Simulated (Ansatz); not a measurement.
Program: Ansatz. Geometries: PBE0-D4/def2-TZVP. ΔE: electronic, gas phase. CCSD(T)/CBS is the MP2 limit (def2-TZVPP, def2-QZVPP) plus CCSD(T) − MP2 in def2-TZVPP, frozen cores. This one scheme is used for every species. Functionals use def2-TZVPP. B3LYP here is the variant with VWN-RPA as its local correlation; programs differ in this. One conformer a species, not always the lowest.

Consider the substitution at a C–S bond: `C=C=C(C)S` + H–F → `C=C=C(C)F` + H₂S.

Q: Is it downhill or uphill in electronic energy at CCSD(T)/CBS, and by how much? (Best estimate.)

A: Computed: Uphill: ΔE = +46.0 kJ/mol.

Q: What do these levels give: ωB97X-V, ωB97M-V, r2SCAN, B3LYP, HF/def2-QZVPP, MP2/CBS(def2)? (Estimate.)

A: Computed: ωB97X-V 28.3, ωB97M-V 30.8, r2SCAN 30.7, B3LYP 22.7, HF/def2-QZVPP 17.4, MP2/CBS(def2) 63.7 kJ/mol.

Largest T1 diagnostic among the species: 0.012.

From PBE to PBE0 (25 % exact exchange), in def2-TZVPP and without D4, ΔE moves by +3.2 kJ/mol. In def2-TZVPP, CCSD(T) changes the Hartree–Fock value by +22.0 kJ/mol (the triples alone add +3.9 kJ/mol) and MP2 by +39.7 kJ/mol.
